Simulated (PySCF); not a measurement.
Species: C₄H₁₁OP.
Bonds: C1–C2, C2–P3, P3–O4 (double), P3–C5, C5–C6. Hydrogens: H7, H8, H9 on C1; H10, H11 on C2; H12 on P3; H13, H14 on C5; H15, H16, H17 on C6.

Method: PBE0-D3(BJ)/def2-SVP geometry optimisation, gas phase in PySCF; density fitting, grid level 1; the optimiser is geomeTRIC in internal coordinates, started from a GFN2-xTB structure with every atom displaced at random (about 0.01 Å).

Step 0: E = -15645.6527 eV
```
atom  x, y, z in Å  |  force x, y, z in eV/Å
C1     -2.2813    0.3394   -0.1017   -0.384   0.830   0.516
C2     -1.5511   -0.8897    0.3079    0.593  -0.181   0.454
P3      0.2172   -0.8719   -0.1218    0.293   0.055   1.138
O4      0.9439   -2.1444    0.1303    0.251  -0.664   0.174
C5      1.0157    0.5533    0.7195   -0.552   0.238   0.049
C6      2.4838    0.6007    0.3333   -0.227   0.241   0.490
H7     -1.9799    1.2218    0.4833    0.025  -0.006   0.041
H8     -3.3557    0.2307    0.0322   -0.439  -0.054   0.086
H9     -2.1247    0.5893   -1.1373    0.149   0.146  -0.902
H10    -1.6136   -1.0598    1.3990    0.065  -0.072  -0.127
H11    -1.9601   -1.7777   -0.1726   -0.085  -0.423  -0.170
H12     0.2523   -0.4807   -1.4503   -0.233   0.455  -1.026
H13     0.4869    1.4997    0.4558    0.173  -0.330   0.117
H14     0.8959    0.3970    1.8135   -0.031   0.006  -0.285
H15     2.5827    0.7581   -0.7351    0.197   0.202  -0.558
H16     3.0195    1.3964    0.8748   -0.033  -0.003  -0.111
H17     2.9522   -0.3505    0.5659    0.239  -0.438   0.114
```

Task: Estimate the geometry and energy of step 1. (The exact step hangs on the optimiser's Hessian estimate; all steps are aligned on step 0, rigid shifts and turns removed.)

Result: E = -15645.7573 eV, largest force 0.396 eV/Å
```
atom  x, y, z in Å  |  force x, y, z in eV/Å
C1     -2.2665    0.3791   -0.0456    0.048  -0.021  -0.134
C2     -1.5211   -0.9005    0.3050   -0.085  -0.092  -0.025
P3      0.2447   -0.9248   -0.1364   -0.032   0.256  -0.300
O4      0.9636   -2.2088    0.1341   -0.031   0.040   0.002
C5      0.9824    0.5494    0.6446    0.106  -0.073   0.091
C6      2.4818    0.6068    0.3770   -0.048  -0.058  -0.125
H7     -1.9178    1.2323    0.5516    0.019   0.054   0.043
H8     -3.3447    0.2722    0.1354   -0.046  -0.029   0.030
H9     -2.1426    0.6449   -1.1100    0.004  -0.028   0.067
H10    -1.5697   -1.1233    1.3829   -0.008  -0.013   0.047
H11    -1.9555   -1.7776   -0.2055    0.013   0.033   0.021
H12     0.1990   -0.5039   -1.5198    0.020  -0.147   0.186
H13     0.4657    1.4449    0.2628   -0.018   0.015   0.032
H14     0.7701    0.4782    1.7274    0.026   0.001  -0.067
H15     2.6765    0.7727   -0.6969    0.037   0.012   0.090
H16     2.9629    1.4193    0.9399    0.004   0.004   0.003
H17     2.9548   -0.3489    0.6503   -0.008   0.047   0.037
```

The energy changes by -0.1046 eV. The first-order estimate −F·Δx gives -0.2484 eV and the mean of the old and new forces, exact on a quadratic surface, -0.1057 eV. The step makes an angle of 77° with the force vector and moves no atom by more than 0.202 Å.

The cost below is that of the whole optimisation. Hardware: an AMD EPYC 7R43 with one thread, no GPU (shared host). Cost: 85 s wall, 0.63 GiB resident at most.
